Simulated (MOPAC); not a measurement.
MOPAC input (PM6):

```
PM6 FORCE THERMO(298,298) PRECISE LET CHARGE=-1 GEO-OK AUX(PRECISION=9) THREADS=1
C3H5

C     0.01165871 1    0.88603096 1   -0.01310919 1
C     0.76354628 1   -0.38299356 1    0.02514615 1
C    -0.77335405 1   -0.36274492 1    0.02540177 1
H     0.02213397 1    1.68887372 1   -0.66581216 1
H     1.27565098 1   -0.77403887 1   -0.84983445 1
H     1.28752644 1   -0.66004651 1    0.93314654 1
H    -1.30415386 1   -0.62591462 1    0.93355628 1
H    -1.29586396 1   -0.74017504 1   -0.84941659 1
```

From the last part of the output:

```
     H    8   0.484548   4.195532

          HEAT OF FORMATION =      58.167430 KCALS/MOLE

          ZERO POINT ENERGY      38.586 KCAL/MOL

           NORMAL COORDINATE ANALYSIS (Total motion = 1 Angstrom)

   Root No.       1         2         3         4         5         6         7         8

                 1 A'      1 A"      2 A'      2 A"      3 A'      4 A'      3 A"      5 A'

                 446.2     799.5     812.0     900.1     918.8     976.1     999.7    1032.3

           1   -0.0431   -0.0039   -0.0027   -0.0873   -0.0690   -0.0179   -0.0019    0.0065
           2   -0.0263    0.0064   -0.0016    0.1431   -0.0421   -0.0109    0.0032    0.0039
           3   -0.0719   -0.0000   -0.0212    0.0000   -0.0114    0.0481   -0.0000   -0.0015
           4    0.0042   -0.0041   -0.0001    0.1509   -0.0100   -0.0095    0.0231   -0.0147
           5    0.0128    0.0002    0.0001    0.0187    0.0797    0.0297   -0.0100   -0.0471
           6    0.0090   -0.0038   -0.0027   -0.0085    0.0168   -0.0378    0.0168    0.0017
           7    0.0133    0.0017    0.0001   -0.0857    0.0663    0.0221   -0.0017   -0.0486
           8   -0.0022    0.0038   -0.0001   -0.1257   -0.0454   -0.0220   -0.0251    0.0084
           9    0.0090    0.0038   -0.0027    0.0085    0.0168   -0.0378   -0.0168    0.0017
          10    0.2867    0.0643    0.0036    0.0596   -0.0952   -0.0390   -0.1828    0.0081
          11    0.1749   -0.1054    0.0022   -0.0977   -0.0581   -0.0238    0.2996    0.0050
          12    0.5277   -0.0000   -0.0051   -0.0000   -0.0609   -0.0050    0.0000    0.0088
          13   -0.0491   -0.1626    0.0075    0.0226    0.1095   -0.1688    0.0758    0.1165
          14   -0.0122   -0.1517    0.2346   -0.0516    0.1218    0.0268   -0.0433    0.1813
          15    0.0301    0.0621    0.0749    0.0192   -0.0546    0.0875   -0.0354   -0.0159
          16    0.0406    0.1433    0.0033    0.0339   -0.0796    0.1829    0.0648    0.1153
          17    0.0477    0.1276   -0.2210   -0.1428    0.1063    0.0653    0.1848    0.1922
          18    0.0268    0.0493    0.0854    0.0100   -0.0470    0.0794   -0.0302   -0.0004
          19    0.0611   -0.1790   -0.1950    0.1115    0.0582    0.1417   -0.1940    0.2237
          20    0.0143   -0.0691    0.1040   -0.0954   -0.1194    0.1327    0.0269    0.0146
          21    0.0268   -0.0493    0.0854   -0.0100   -0.0470    0.0794    0.0302   -0.0004
          22   -0.0333    0.2093    0.2121    0.0356    0.1584   -0.0534    0.0039    0.2145
          23   -0.0381    0.0752   -0.1006   -0.0437    0.0417   -0.1623   -0.0872    0.0207
          24    0.0301   -0.0621    0.0749   -0.0192   -0.0546    0.0875    0.0354   -0.0159

   Root No.       9        10        11        12        13        14        15        16

                 4 A"      5 A"      6 A'      6 A"      7 A'      7 A"      8 A'      9 A'

                1054.4    1120.0    1348.0    1362.0    1500.4    2674.0    2695.6    2754.1

           1   -0.0109    0.0221   -0.0239    0.0027   -0.1331   -0.0006   -0.0016    0.0000
           2    0.0178   -0.0361   -0.0146   -0.0044   -0.0812    0.0009   -0.0010    0.0000
           3    0.0000    0.0000    0.0012   -0.0000    0.0158   -0.0000   -0.0017    0.0018
           4   -0.0060    0.0134   -0.0018    0.0203    0.1421   -0.0031   -0.0047    0.0156
           5   -0.0291    0.0310    0.0033   -0.0180   -0.0655    0.0016    0.0013   -0.0075
           6   -0.0446   -0.0348   -0.0007   -0.0002   -0.0079   -0.0276   -0.0290   -0.0076
           7    0.0286   -0.0337    0.0021    0.0067    0.0068    0.0000   -0.0010    0.0004
           8   -0.0080    0.0023   -0.0031   -0.0263    0.1564    0.0035   -0.0048    0.0173
           9    0.0446    0.0348   -0.0007    0.0002   -0.0079    0.0276   -0.0290   -0.0076
          10   -0.0223   -0.1334   -0.0242   -0.0044   -0.1653    0.0000    0.0088    0.0271
          11    0.0365    0.2187   -0.0148    0.0071   -0.1009   -0.0001    0.0053    0.0165
          12    0.0000    0.0000    0.0047   -0.0000   -0.0227   -0.0000   -0.0067   -0.0271
          13   -0.0065   -0.1327    0.1611   -0.1563   -0.0235    0.1582    0.1645   -0.0831
          14    0.2240   -0.0549   -0.1053    0.1013   -0.0021   -0.0736   -0.0782    0.0379
          15    0.0515    0.0452   -0.1304    0.1402    0.0873    0.2213    0.2302   -0.1458
          16    0.1730    0.0083    0.1716   -0.1594    0.0091   -0.1057   -0.0965   -0.1382
          17    0.0101   -0.1477   -0.0966    0.0991   -0.0002    0.0569    0.0542    0.0790
          18    0.0637    0.0336    0.1288   -0.1380   -0.0764    0.1470    0.1286    0.2391
          19   -0.0881    0.1275   -0.0075   -0.0152    0.0040   -0.0023    0.0041    0.0070
          20   -0.1492   -0.0749    0.1968    0.1871    0.0082    0.1200   -0.1106   -0.1590
          21   -0.0637   -0.0336    0.1288    0.1380   -0.0764   -0.1470    0.1286    0.2391
          22   -0.1962    0.1095   -0.0199   -0.0185   -0.0126   -0.0069    0.0057   -0.0043
          23    0.1083    0.0928    0.1914    0.1853   -0.0200   -0.1744    0.1821   -0.0913
          24   -0.0515   -0.0452   -0.1304   -0.1402    0.0873   -0.2213    0.2302   -0.1458

   Root No.      17        18

                 8 A"     10 A'

                2760.1    2838.5

           1    0.0022   -0.0490
           2   -0.0036   -0.0299
           3   -0.0000    0.0324
           4    0.0153   -0.0007
           5   -0.0107   -0.0010
           6   -0.0056    0.0044
           7    0.0026   -0.0012
           8   -0.0185   -0.0001
           9    0.0056    0.0044
          10   -0.0012    0.5703
          11    0.0019    0.3480
          12   -0.0000   -0.4361
          13   -0.0958    0.0095
          14    0.0459   -0.0012
          15   -0.1626    0.0121
          16   -0.1356    0.0249
          17    0.0797   -0.0143
          18    0.2354   -0.0387
          19   -0.0089   -0.0014
          20    0.1570    0.0287
          21   -0.2354   -0.0387
          22    0.0030    0.0033
          23    0.1062    0.0090
          24    0.1626    0.0121

           MASS-WEIGHTED COORDINATE ANALYSIS (NORMAL COORDINATES)

   Root No.       1         2         3         4         5         6         7         8

                 1 A'      1 A"      2 A'      2 A"      3 A'      4 A'      3 A"      5 A'

                 446.2     799.5     812.0     900.1     918.8     976.1     999.7    1032.3

           1   -0.2094   -0.0299   -0.0187   -0.3091   -0.3994   -0.1228   -0.0135    0.0443
           2   -0.1278    0.0490   -0.0114    0.5065   -0.2437   -0.0749    0.0222    0.0270
           3   -0.3490   -0.0000   -0.1493    0.0000   -0.0659    0.3293   -0.0000   -0.0103
           4    0.0202   -0.0317   -0.0005    0.5342   -0.0581   -0.0649    0.1623   -0.1011
           5    0.0623    0.0016    0.0009    0.0663    0.4617    0.2034   -0.0702   -0.3234
           6    0.0439   -0.0289   -0.0188   -0.0300    0.0971   -0.2592    0.1180    0.0120
           7    0.0646    0.0131    0.0006   -0.3032    0.3840    0.1512   -0.0118   -0.3338
           8   -0.0105    0.0290   -0.0008   -0.4447   -0.2628   -0.1507   -0.1764    0.0580
           9    0.0439    0.0289   -0.0187    0.0300    0.0971   -0.2592   -0.1180    0.0120
          10    0.4030    0.1432    0.0073    0.0611   -0.1597   -0.0774   -0.3720    0.0162
          11    0.2459   -0.2347    0.0045   -0.1002   -0.0975   -0.0473    0.6097    0.0099
          12    0.7420   -0.0000   -0.0104   -0.0000   -0.1021   -0.0099    0.0000    0.0176
          13   -0.0690   -0.3620    0.0153    0.0232    0.1837   -0.3349    0.1542    0.2317
          14   -0.0171   -0.3377    0.4795   -0.0529    0.2044    0.0531   -0.0882    0.3604
          15    0.0423    0.1384    0.1530    0.0197   -0.0916    0.1736   -0.0721   -0.0316
          16    0.0572    0.3190    0.0067    0.0347   -0.1334    0.3629    0.1319    0.2293
          17    0.0671    0.2840   -0.4517   -0.1464    0.1783    0.1297    0.3761    0.3822
          18    0.0377    0.1097    0.1746    0.0102   -0.0787    0.1576   -0.0615   -0.0009
          19    0.0858   -0.3985   -0.3986    0.1143    0.0975    0.2813   -0.3948    0.4448
          20    0.0201   -0.1537    0.2126   -0.0978   -0.2002    0.2634    0.0547    0.0291
          21    0.0377   -0.1097    0.1746   -0.0102   -0.0787    0.1576    0.0615   -0.0009
          22   -0.0468    0.4659    0.4334    0.0365    0.2657   -0.1060    0.0079    0.4265
          23   -0.0536    0.1675   -0.2057   -0.0448    0.0699   -0.3221   -0.1775    0.0412
          24    0.0423   -0.1384    0.1530   -0.0197   -0.0916    0.1736    0.0721   -0.0316

   Root No.       9        10        11        12        13        14        15        16

                 4 A"      5 A"      6 A'      6 A"      7 A'      7 A"      8 A'      9 A'

                1054.4    1120.0    1348.0    1362.0    1500.4    2674.0    2695.6    2754.1

           1   -0.0751    0.1572   -0.1721    0.0191   -0.4730   -0.0039   -0.0109    0.0003
           2    0.1231   -0.2576   -0.1050   -0.0313   -0.2886    0.0063   -0.0067    0.0002
           3    0.0000    0.0000    0.0085   -0.0000    0.0561   -0.0000   -0.0116    0.0129
           4   -0.0412    0.0956   -0.0131    0.1448    0.5050   -0.0215   -0.0325    0.1113
           5   -0.2011    0.2211    0.0236   -0.1278   -0.2326    0.0108    0.0093   -0.0538
           6   -0.3081   -0.2484   -0.0047   -0.0016   -0.0279   -0.1910   -0.1998   -0.0541
           7    0.1977   -0.2403    0.0151    0.0475    0.0241    0.0002   -0.0066    0.0030
           8   -0.0553    0.0162   -0.0224   -0.1873    0.5554    0.0241   -0.0331    0.1235
           9    0.3080    0.2484   -0.0047    0.0016   -0.0279    0.1910   -0.1998   -0.0541
          10   -0.0446   -0.2756   -0.0505   -0.0090   -0.1701    0.0001    0.0175    0.0560
```

The dipole moment of an ion depends on the origin.
